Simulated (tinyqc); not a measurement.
Stretching all distances: RHF, UHF, MP2, CISD and CCSD against full CI in the sto-3g basis, for CH2, spin multiplicity 1. Computed by the program tinyqc with PySCF. All coordinates are multiplied by the scale. c0^2 is the weight of the RHF determinant in the lowest singlet FCI state (UHF is spin-contaminated and may lie near states of higher spin) and n(LUMO) the first natural occupation beyond the occupied space.

Geometry (angstrom):
```
atom,x,y,z
C,0.0000,0.0000,0.0000
H,0.0000,0.8790,0.5470
H,0.0000,-0.8790,0.5470
```

Full CI energy (hartree) and errors against it (kcal/mol):
```
scale,distance 1-2 (angstrom),E(FCI),RHF,UHF,MP2,CISD,CCSD,<S^2> UHF,c0^2,n(LUMO)
0.8700,0.9007,-38.314578,29.5296,0.4308,13.3150,1.5165,0.3701,0.8887,0.9026,0.1753
1.0600,1.0974,-38.422182,36.8939,13.8066,15.5405,1.8801,0.3690,0.8320,0.9165,0.1250
1.2500,1.2941,-38.404648,49.3623,31.4101,20.4215,2.8432,0.4400,0.7708,0.9089,0.0931
1.4400,1.4908,-38.347786,68.2159,54.6486,28.5695,5.0594,0.5317,0.7092,0.8736,0.1023
1.6200,1.6772,-38.290014,92.4904,64.9571,39.3353,9.2362,0.5715,1.2883,0.8090,0.1871
1.8100,1.8739,-38.238494,124.1875,52.0039,52.9059,16.6342,0.2060,1.5092,0.7108,0.3129
2.0000,2.0706,-38.201248,160.3176,35.9737,66.8238,27.0395,-1.7073,1.7367,0.5935,0.4633
2.1900,2.2673,-38.177906,198.1736,24.9509,78.9682,38.9404,-6.4120,1.8645,0.4726,0.6149
```

What does the comparison show, and why?

UHF lies below RHF over the whole range. The weight c0^2 goes from 0.90 to 0.47 and n(LUMO) from 0.18 to 0.61: static correlation grows as the bonds break into open-shell fragments. The spread of the error along the curve, which distorts its shape, is CCSD 7.0, CISD 37.4, UHF 64.5, MP2 65.7, RHF 168.6 kcal/mol. Below FCI somewhere: CCSD, as non-variational methods may be. The table stops here: at scale 2.38 and beyond, the reference weight falls under 0.45 or RHF, UHF or CCSD hop between solutions, so those rows were left out and the spreads given cover only the rows shown. As computed, partly on other solutions, the errors there reach in size RHF 234, UHF 41, MP2 96, CISD 55, CCSD 8 kcal/mol.
